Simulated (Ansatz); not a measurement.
Born–Oppenheimer molecular dynamics of BClFH$_{2}$ (5 atoms, charge 0, multiplicity 2). It starts at the highest image of a converged band. Of that band: Neighbouring images differ by up to 2.1 eV, so the band resolves the path poorly. A vibrational analysis at the climbing image gives one clearly imaginary mode, 1270i cm⁻¹: a first-order saddle point.

Method: UHF/6-31G* in Ansatz.

```yaml
ensemble: NVE (velocity Verlet)
time_step: 0.5 fs
steps_asked: 200
starting_velocities_drawn_for: 300 K
seed: 3476
```

First frame:

```xyz
5
Properties=species:S:1:pos:R:3
B 0.012 0.000 -0.014
Cl 0.003 0.000 2.194
H 1.038 0.000 -0.608
F -1.141 0.000 -0.599
H -0.024 0.000 3.662
```

**Question.** How far do the bonds stretch over the last three quarters of this one trajectory? (Pairs bonded in most of those frames.)

**Answer.** 
| bond | mean (Å) | spread (Å) | shortest | longest |
| --- | --- | --- | --- | --- |
| B1–Cl2 | 1.812 | 0.168 | 1.56 | 2.16 |
| B1–H3 | 1.185 | 0.021 | 1.15 | 1.22 |
| B1–F4 | 1.310 | 0.059 | 1.20 | 1.41 |

Mean temperature of the second half: 4301 K. The conserved energy stayed within 0.29 meV per atom of its start (net change -0.026 meV per atom), so the integration is sound. The kinetic energy rose, since the run started high on the potential surface and went downhill. It ends in pieces (BClFH + H), so much of that is their flight and rotation, not heat. A run of 0.1 ps of so small a system gives no equilibrium averages.

Run time: 71 s on 1 thread of Intel(R) Xeon(R) 6975P-C (Granite Rapids), on a shared host, peak memory 0.11 GiB.
